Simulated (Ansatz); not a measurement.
What does this script print? It uses the Ansatz DFT code, driven from Python.

`cas_ch2s2.py`
```python
import ansatz as az

mol = (
    az.Crystal.molecule()
    .atom("C", (-0.0151, 0.1562, -0.2123))
    .atom("S", (0.241, 0.0337, 1.4487))
    .atom("S", (0.0917, -1.4728, 0.0464))
    .atom("H", (-0.9857, 0.5404, -0.4987))
    .atom("H", (0.7181, 0.6687, -0.8255))
)

calc = (
    mol.calculation()
    .basis(gaussian="def2-SVP")
    .correlation(active_electrons=6, active_orbitals=6)
)
for method in ["sc_nevpt2"]:
    rep = (calc if method is None else calc.correlation(method)).run(threads=1, backend="cpu").report
    space = rep["configurations"]
    state = space["states"][0]
    print(method or "casscf", f"total {rep['free_energy_ev'] / 27.211386246:.6f} Ha, active-space state {state['energy']['hartree']:.6f} Ha, mean field {rep['reference_energy_ev'] / 27.211386246:.6f} Ha")
    print("  determinants", state["n_determinants"], " natural occupations", [round(n, 3) for n in space["natural_occupations"]])
```

```console
$ python cas_ch2s2.py
sc_nevpt2 total -834.140507 Ha, active-space state -833.812127 Ha, mean field -833.754503 Ha
  determinants 400  natural occupations [1.981, 1.973, 1.951, 0.054, 0.023, 0.019]
```

Notes:
- Total energies depend on the basis set; only differences at equal settings carry meaning.
- The geometry is a force-field or estimated start, not a minimum of this method, and the basis set is short of its limit. The active space starts as a window about the frontier orbitals and is then optimised, not chosen by chemistry.
- Finished in 2.8 s on 1 thread of Arm Neoverse V2 (shared host), peak memory 0.17 GiB.
